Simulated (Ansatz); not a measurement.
`C=C=CN` + H₂ → `C=C=C` + NH₃ at 500 K and 1 bar (hydrogenolysis of a C–N bond).

Isolated molecules relaxed with PBE0-D4/def2-TZVP in Ansatz; ΔE leaves out vibrations. CCSD(T)/CBS is the MP2 limit (def2-TZVPP, def2-QZVPP) plus CCSD(T) − MP2 in def2-TZVPP, frozen cores. This one scheme is used for every species. Each species was taken in one conformer, which may not be the lowest.

```tsv
species	CCSD(T)/CBS energy (Eh)	H − E (kJ/mol)	S (J/(mol·K))
`C=C=CN`	-171.79482	227.4	333.0
H₂	-1.17544	41.0	145.5
`C=C=C`	-116.49399	171.5	278.2
NH₃	-56.50880	108.2	211.8
```

H − E and S are ideal-gas, rigid-rotor, harmonic terms from PBE0-D4/def2-TZVP, for one conformer and one mirror image of each species. For small species the MP2-based limit differs from directly extrapolated CCSD(T) by up to some mEh (0.8 for H₂); such offsets cancel only in part. 1 Eh = 2625.50 kJ/mol, R = 8.31446 J/(mol·K).

Task: By hand: ΔE, ΔH, ΔS and ΔG.

Result: ΔE = (-116.49399) + (-56.50880) − (-171.79482) − (-1.17544) = -0.03253 Eh = -85.4 kJ/mol. Δ(H − E) = 171.5 + 108.2 − 227.4 − 41.0 = 11.3, so ΔH = -74.1 kJ/mol. ΔS = 278.2 + 211.8 − 333.0 − 145.5 = 11.5 J/(mol·K). ΔG = -74.1 − 500 × (11.5)/1000 = -79.8 kJ/mol.

Task: By hand: the equilibrium constant, and the temperature at which ΔG would vanish if ΔH and ΔS stayed fixed.

Result: log₁₀ K = −ΔG/(RT ln 10) = 8.3. ΔH and −TΔS have one sign here, so there is no such temperature.

The number of gas molecules stays the same, so ΔS is small and ΔH decides. A doubt of 5 kJ/mol in ΔE shifts log₁₀ K by 0.5 here. Other conformers and mirror images would add mixing entropy, several J/(mol·K) or more a flexible species. These are equilibria of isolated gas molecules and say nothing of rates. Largest T1 diagnostic: 0.012 (customary marks: 0.02 for closed shells, 0.045 for open ones).

ΔS is within the doubt of such terms, so its sign, and with it that verdict, could turn.
